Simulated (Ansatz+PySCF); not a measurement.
The numbers below are computed, except where a source is named.
Input for Ansatz (development build ahead of 0.2.0):

```yaml
crystal:
  periodic: [false, false, false]
  atoms:
    - { symbol: B, position_ang: [0.0, 0.0, 0.0] }
    - { symbol: H, position_ang: [1.30306, 0.0, 0.0] }
    - { symbol: H, position_ang: [-0.65153, 1.12848, 0.0] }
    - { symbol: H, position_ang: [-0.65153, -1.12848, 0.0] }
basis:
  gaussian: { orbitals: def2-SVP }
hamiltonian:
  xc: hf
correlation:
  method: ccsd_t
  frozen_orbitals: { B: 1, H: 0 }
```

The input is written out in the form of the current development build from the run's settings.

Results

```
Converged                                                          : yes
Reference energy                                                   : -26.35690 hartree
CCSD correlation energy                                            : -0.11752 hartree
Triples correction                                                 : -0.00180 hartree
Total energy                                                       : -26.47622 hartree
Spin squared of the determinant                                    : 0.000
Stability test                                                     : minimum among restricted orbitals
Largest doubles amplitude                                          : 0.05
Occupied orbitals by symmetry in an Abelian subgroup (alpha; beta) : 3 A1 1 B2; 3 A1 1 B2
```
